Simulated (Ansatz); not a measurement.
## How methods differ on BH2 (boron dihydride)

The species is BH2 (3 atoms), meant as a doublet with charge 0. SMILES: `[BH2]`. The coordinates come from a GFN2-xTB relaxation.

```xyz
3

B     0.2628   -0.1662    0.1286
H     0.2800    0.9853    0.2610
H    -0.5429   -0.8191   -0.3896
```

Quantity: the energy change with the B1–H3 bond stretched from 1.159 to 2.898 Å, in eV. The values are calculated.

```csv
level,kind,program,value (eV)
USVWN5/6-311G**,LDA,Ansatz,4.01
UBLYP/6-311G**,GGA,Ansatz,3.72
UB3LYP/6-311G**,global hybrid,Ansatz,3.83
UHSE06/6-311G**,range-separated hybrid,Ansatz,3.87
UB2PLYP/6-311G**,double hybrid,Ansatz,3.83
RPA@PBE/6-311G**,RPA,Ansatz,3.60
UMP2/6-311G**,perturbation theory,Ansatz,3.84
UBCCD(T)/6-311G**,coupled cluster or CI,Ansatz,3.56
FCI/3-21G,exact in the basis,Ansatz,3.35
```

The first shape isn't each level's own minimum. The values span 3.35 to 4.01 eV. Spin contamination of the reference (⟨S²⟩ at least 0.1 too high) touches USVWN5/6-311G**, UBLYP/6-311G**, UB3LYP/6-311G**, UHSE06/6-311G**, UB2PLYP/6-311G**, RPA@PBE/6-311G**, UMP2/6-311G**, UBCCD(T)/6-311G**. High-level rows in very small sets aren't better than simpler rows in larger ones.
